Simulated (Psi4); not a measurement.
Reaction (SMILES): C=O (CH2-O) + 2 [H][H] (H2) → C (CH4) + O (H2O)
B3LYP-D3(BJ)/def2-TZVP geometries, fixed; electronic energies without zero-point terms.

Basis-set convergence of the energy of full hydrogenation at wB97X-V with Psi4. Cartesian d functions, on some or all atoms, in 6-31G*, 6-31+G*; all else is spherical. Density fitting with the program's default auxiliary sets. Psi4's default fitting sets serve the pcseg sets less well. The functional holds VV10 correlation; no added dispersion term, no relativity. Functions are those of the species that has most. Reference: the value in aug-cc-pVQZ, -60.29 kcal/mol, itself unsure by roughly 0.52 kcal/mol (its mean distance from def2-QZVPPD, def2-QZVPP, cc-pVQZ). Deviations are taken from unrounded values.

```json
[
 {"basis": "3-21G", "functions": "22", "energy of full hydrogenation (kcal/mol)": "-51.06", "minus reference (kcal/mol)": "9.23"},
 {"basis": "6-31G", "functions": "22", "energy of full hydrogenation (kcal/mol)": "-58.62", "minus reference (kcal/mol)": "1.68"},
 {"basis": "def2-SV(P)", "functions": "32", "energy of full hydrogenation (kcal/mol)": "-43.12", "minus reference (kcal/mol)": "17.17"},
 {"basis": "6-31G*", "functions": "34", "energy of full hydrogenation (kcal/mol)": "-51.39", "minus reference (kcal/mol)": "8.90"},
 {"basis": "cc-pVDZ", "functions": "38", "energy of full hydrogenation (kcal/mol)": "-55.23", "minus reference (kcal/mol)": "5.06"},
 {"basis": "6-31+G*", "functions": "42", "energy of full hydrogenation (kcal/mol)": "-55.42", "minus reference (kcal/mol)": "4.87"},
 {"basis": "6-311G**", "functions": "48", "energy of full hydrogenation (kcal/mol)": "-56.81", "minus reference (kcal/mol)": "3.49"},
 {"basis": "6-311+G**", "functions": "56", "energy of full hydrogenation (kcal/mol)": "-60.07", "minus reference (kcal/mol)": "0.23"},
 {"basis": "aug-cc-pVDZ", "functions": "64", "energy of full hydrogenation (kcal/mol)": "-62.99", "minus reference (kcal/mol)": "-2.70"},
 {"basis": "def2-TZVP", "functions": "74", "energy of full hydrogenation (kcal/mol)": "-57.24", "minus reference (kcal/mol)": "3.06"},
 {"basis": "pcseg-2", "functions": "88", "energy of full hydrogenation (kcal/mol)": "-60.10", "minus reference (kcal/mol)": "0.19"},
 {"basis": "def2-TZVPP", "functions": "90", "energy of full hydrogenation (kcal/mol)": "-59.40", "minus reference (kcal/mol)": "0.89"},
 {"basis": "def2-TZVPD", "functions": "95", "energy of full hydrogenation (kcal/mol)": "-58.90", "minus reference (kcal/mol)": "1.40"},
 {"basis": "jun-cc-pV(T+d)Z", "functions": "106", "energy of full hydrogenation (kcal/mol)": "-60.49", "minus reference (kcal/mol)": "-0.20"},
 {"basis": "aug-cc-pVTZ", "functions": "138", "energy of full hydrogenation (kcal/mol)": "-60.48", "minus reference (kcal/mol)": "-0.19"},
 {"basis": "aug-pcseg-2", "functions": "138", "energy of full hydrogenation (kcal/mol)": "-60.54", "minus reference (kcal/mol)": "-0.25"},
 {"basis": "def2-QZVPP", "functions": "177", "energy of full hydrogenation (kcal/mol)": "-59.83", "minus reference (kcal/mol)": "0.47"},
 {"basis": "aug-cc-pVQZ", "functions": "264", "energy of full hydrogenation (kcal/mol)": "-60.29", "minus reference (kcal/mol)": "0.00"}
]
```
